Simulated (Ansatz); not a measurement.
## HAsF, doublet: the ladder up to RCCSDTQ

Geometry: that of the HAsF, quartet, kept fixed. The quartet lies 1.1 eV lower here.

```yaml
atoms:
  - { symbol: F, position_ang: [0.0000, 0.0000, 1.7587] }
  - { symbol: As, position_ang: [0.0000, 0.0000, -0.0416] }
  - { symbol: H, position_ang: [0.0000, 0.0000, -1.7171] }
```

Basis cc-pVDZ; Ansatz 0.2.0. Correlated methods freeze the noble-gas cores and the filled d shells of p-block atoms, which leaves 13 electrons in 31 orbitals. R marks a restricted (for open shells ROHF) determinant. Active spaces: valence = (13e, 9o) chosen from the atoms' valence shells. No spin–orbit coupling is included, and no scalar relativity.

Full CI isn't at hand for all of this; RCCSDTQ serves as the reference, and is uncertain by about the last step of the cluster series.

```
UHF ⟨S²⟩                          : 1.806
T1 diagnostic (RCCSD)             : 0.0310
largest doubles amplitude (RCCSD) : 0.125
```

From what is known of these methods and the diagnostics, rank them by the size of their error in total energy against RCCSDTQ in cc-pVDZ, smallest first (an estimate: the text doesn't fix the numbers).
A. RCCSDT(Q)
B. MRCISD (valence space)
C. NEVPT2 (valence space)
D. MRCISD+Q (valence space)
E. RHF

A (0.25 mEh), D (8.62 mEh), B (26.68 mEh), C (58.49 mEh), E (329.52 mEh).

All errors are against RCCSDTQ in cc-pVDZ. Within each family the higher level lies nearer, as is usual though not guaranteed.

Natural occupations of CASSCF (valence space) about the gap: 1.995 1.993 1.975 1.962 1.007 0.043 0.026; effectively unpaired electrons, Σ n²(2−n)², 1.02.
